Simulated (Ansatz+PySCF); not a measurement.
Values are calculated unless marked as measured or tabulated.
# Several solutions for singlet CO

```xyz
2

C     0.0000    0.0000   -0.6446
O     0.0000    0.0000    0.4835
```

Basis set: def2-SVP (spherical functions). Charge 0, multiplicity 1.

CASSCF(2,2) was run from several starts with Ansatz (development build ahead of 0.2.0) and PySCF 2.14.0. The starts are those of the Hartree–Fock orbitals from which the active space was taken at the frontier.

```json
{"run": "A", "program": "PySCF", "start": "program defaults", "converged": "yes", "energy (hartree)": "-112.65869", "<S²>": "0.00"}
{"run": "B", "program": "Ansatz", "start": "atomic start, no search", "converged": "yes", "energy (hartree)": "-112.65869", "<S²>": "0.00"}
{"run": "C", "program": "Ansatz", "start": "search for the lowest state", "converged": "yes", "energy (hartree)": "-112.67023", "<S²>": "0.00"}
{"run": "D", "program": "Ansatz", "start": "stability test followed", "converged": "yes", "energy (hartree)": "-112.67023", "<S²>": "0.00"}
```

(1) Which runs reached the lowest solution of this kind, and what is wrong with the others?

## Answers

(1) C, D reached the lowest solution found. Converged but too high: A by 0.31 eV, B by 0.31 eV. Convergence only shows a stationary point; in CASSCF the end hangs on which orbitals enter the active space. Caution: other starts end on other solutions of this active space.
